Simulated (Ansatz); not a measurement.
**Worked example: HGe–N–N⁺, triplet against HGe–N–N, doublet**

Geometry (PBE0/def2-TZVP stationary point of a doublet), kept for both states (HGe–N–N, doublet: A''; HGe–N–N⁺, triplet: A''):

```yaml
atoms:
  - { symbol: Ge, position_ang: [0.0000, -0.0314, 0.7202] }
  - { symbol: N, position_ang: [0.0000, 0.0753, -1.3406] }
  - { symbol: N, position_ang: [0.0000, -0.0244, -2.4388] }
  - { symbol: H, position_ang: [0.0000, 1.5572, 0.6162] }
```

Basis cc-pVDZ; Ansatz 0.2.0. Correlated methods freeze the noble-gas cores and the filled d shells of p-block atoms. R marks a restricted (for open shells ROHF) determinant, U an unrestricted one. No spin–orbit coupling is included, and no scalar relativity.

Full CI isn't at hand for all of this; UCCSDT(Q) serves as the reference, and is uncertain by about the last step of the cluster series.

```
    level  E(HGe–N–N, doublet) (hartree)  E(HGe–N–N⁺, triplet) (hartree)
      UHF                   -2184.803849                    -2184.497763
     UMP2                   -2185.182649                    -2184.850525
 UCCSD(T)                   -2185.221991                    -2184.887477
      PBE                   -2186.615317                    -2186.262797
     PBE0                   -2186.658803                    -2186.308233
UCCSDT(Q)                   -2185.224816                    -2184.890179
```

Q: Give the vertical gap, HGe–N–N⁺ triplet less HGe–N–N doublet, at each level in eV (1 hartree = 27.2114 eV), and each error against UCCSDT(Q).

A: UCCSDT(Q): (-2184.890179 − (-2185.224816)) × 27.2114 = 9.106 eV (the reference)
PBE0: (-2186.308233 − (-2186.658803)) × 27.2114 = 9.540 eV, error 0.434 eV
PBE: (-2186.262797 − (-2186.615317)) × 27.2114 = 9.593 eV, error 0.487 eV
UCCSD(T): (-2184.887477 − (-2185.221991)) × 27.2114 = 9.103 eV, error -0.003 eV
UMP2: (-2184.850525 − (-2185.182649)) × 27.2114 = 9.038 eV, error -0.068 eV
UHF: (-2184.497763 − (-2184.803849)) × 27.2114 = 8.329 eV, error -0.777 eV

Total energies of functionals can't be set beside those of wave-function methods, since they hold the core's correlation and their own absolute errors; only the differences compare.

In so small a basis the reference is far from its limit while semilocal and hybrid functionals are nearer theirs, so the functionals' errors here hold much of the reference's basis and frozen-core error, which can add to them or hide them.

Each level lands on the state that its own search finds. T1 diagnostics of restricted CCSD: 0.019 and 0.026.
